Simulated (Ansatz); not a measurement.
A calculation with Ansatz (development build ahead of 0.2.0).

```yaml
crystal:
  periodic: [false, false, false]
  atoms:
    - { symbol: "N", position_ang: [0.0, 0.0, -0.59279] }
    - { symbol: "N", position_ang: [0.0, 0.0, 0.59279] }
basis:
  gaussian: { orbitals: cc-pVDZ }
hamiltonian:
  xc: hf
correlation:
  method: mp2
  frozen_orbitals: { "N": 1 }
```

The input is written out in the form of the current development build from the run's settings.

The run gave:

| Item | Value |
| --- | --- |
| Converged | yes |
| Reference energy | -108.92225 hartree |
| Correlation energy | -0.33476 hartree |
| Total energy | -109.25701 hartree |
| Spin squared of the determinant | 0.000 |
